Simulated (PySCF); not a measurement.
# Nitrogen: a sound run and one with changed settings

Sound run: N [He] 2s2 2p3, N⁺ [He] 2s2 2p2. Calculation: PySCF 2.14, in 6-31G*; no relativity, point nucleus. The sound run starts from symmetry-adapted Hartree-Fock orbitals and uses a fine grid where one is needed.

Changed run: radial step 0.3 in ln r (0.13 in the sound run). This setting is unsound on purpose.

| species | method | sound run (hartree) | changed run (hartree) | converged |
| --- | --- | --- | --- | --- |
| N | UHF | -54.38501 | -54.38501 | yes |
| N | TPSS | -54.59236 | -54.59228 | yes |
| N | B3LYP | -54.58287 | -54.58287 | yes |
| N⁺ | UHF | -53.87190 | -53.87190 | yes |
| N⁺ | TPSS | -54.05428 | -54.05366 | yes |
| N⁺ | B3LYP | -54.04465 | -54.04462 | yes |

Ionisation energy of N:

```tsv
method	sound run (eV)	changed run (eV)
UHF	13.962	13.962
TPSS	14.642	14.657
B3LYP	14.646	14.647
```

A coarse radial grid mis-integrates the density and the exchange-correlation energy, with errors of either sign; Hartree-Fock needs no grid.

For comparison, NIST gives 14.534 eV between the lowest levels.
